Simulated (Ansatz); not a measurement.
# C₄H₅N: a ladder of functionals and wavefunction methods

An exercise on one series of results from a longer session: the logs are not shown, and one member is left open.

Computed with Ansatz 0.2.0, Gaussian basis. Level: functionals in def2-TZVPP, the program's frozen cores in correlated methods.

The runs, in order: LDA (SPW92), PBE-D4, revPBE-D4, BLYP-D4, r2SCAN-D4, B97M-V, PBE0-D4, B3LYP-D4, r2SCANh-D4, r2SCAN0-D4, HSE06-D4, BHLYP-D4, CAM-B3LYP-D4, LC-ωPBE, ωB97X-V, ωB97M-V, B2PLYP, PBE-QIDH; CCSD(T)/def2-SVP; CCSD(T)/def2-TZVPP; MP2/def2-QZVPP; extrapolation to the limit; RPA on PBE.

## The geometry

All runs share one geometry, relaxed beforehand with PBE0-D4 in a triple-zeta def2 set.

SMILES `C=C=CN=C`, 10 atoms, charge 0, spin multiplicity 1.

Atoms are counted from 1 here; the program's logs count them from 0.

Bond lengths: C1–C2 1.296 Å, C1–H6 1.086 Å, C1–H7 1.086 Å, C2–C3 1.310 Å, C3–N4 1.394 Å, C3–H8 1.094 Å, N4–C5 1.266 Å, C5–H9 1.098 Å, C5–H10 1.088 Å. Angles: C2–C1–H6 121.3°, C2–C1–H7 121.3°, H6–C1–H7 117.5°, C1–C2–C3 178.6°, C2–C3–N4 121.9°, C2–C3–H8 119.1°, N4–C3–H8 119.0°, C3–N4–C5 117.3°, N4–C5–H9 123.3°, N4–C5–H10 119.1°, H9–C5–H10 117.7°.

Set-up of the first run:

Input file in.yaml:

```yaml
crystal:
  periodic: [false, false, false]
  atoms:
    - {symbol: C, position_ang: [-1.826387, 1.376756, 0.843533]}
    - {symbol: C, position_ang: [-0.953193, 0.605445, 0.276553]}
    - {symbol: C, position_ang: [-0.091761, -0.181668, -0.319500]}
    - {symbol: N, position_ang: [1.191044, -0.388425, 0.186364]}
    - {symbol: C, position_ang: [1.951207, -1.168654, -0.458992]}
    - {symbol: H, position_ang: [-1.890978, 2.432290, 0.596343]}
    - {symbol: H, position_ang: [-2.514218, 0.994523, 1.592026]}
    - {symbol: H, position_ang: [-0.387146, -0.692357, -1.241346]}
    - {symbol: H, position_ang: [1.646755, -1.678658, -1.382397]}
    - {symbol: H, position_ang: [2.957879, -1.350352, -0.089685]}
basis:
  gaussian: {orbitals: def2-TZVPP}
hamiltonian: {xc: lda}
output: {orbitals: {seedname: orbitals}}
```

The run is started by

```bash
$ ansatz run in.yaml --threads 2 --pin off --events-out ev --progress --plain --max-ram 4352MiB
```

Among the steps run: LDA; PBE-D4 (GGA); revPBE-D4 (GGA); BLYP-D4 (GGA); r2SCAN-D4 (meta-GGA); B97M-V (meta-GGA); B3LYP-D4 (hybrid); r2SCANh-D4 (hybrid); r2SCAN0-D4 (hybrid); HSE06-D4 (hybrid); BHLYP-D4 (hybrid); CAM-B3LYP-D4 (range-separated); LC-ωPBE (range-separated); ωB97X-V (range-separated); ωB97M-V (range-separated); B2PLYP (double hybrid); PBE-QIDH (double hybrid).

One of the session's tables, all rows but one given; the rest of the session is left out.

It belongs to the step «Frontier levels by functional». 

```
  functional  HOMO (eV)  gap (eV)
 LDA (SPW92)      -6.19      3.87
      PBE-D4      -6.11      4.02
   revPBE-D4      -6.07      4.06
     BLYP-D4      -5.99      4.04
   r2SCAN-D4      -6.29      4.38
      B97M-V      -6.28      4.47
     PBE0-D4      -7.15      6.05
    B3LYP-D4      -6.95      5.63
  r2SCANh-D4      -6.67      5.13
  r2SCAN0-D4      -7.25      6.26
    HSE06-D4      -6.76      5.28
    BHLYP-D4      -8.02      8.05
CAM-B3LYP-D4      -8.39      8.43
     LC-ωPBE      -9.72     10.89
     ωB97X-V          ?         ?
     ωB97M-V      -9.24     10.27
```

**Question.** Estimate the row for ωB97X-V.

As computed: HOMO (eV): -9.33; gap (eV): 10.45. In the column «HOMO (eV)» it lies between LC-ωPBE (-9.72) and ωB97M-V (-9.24).
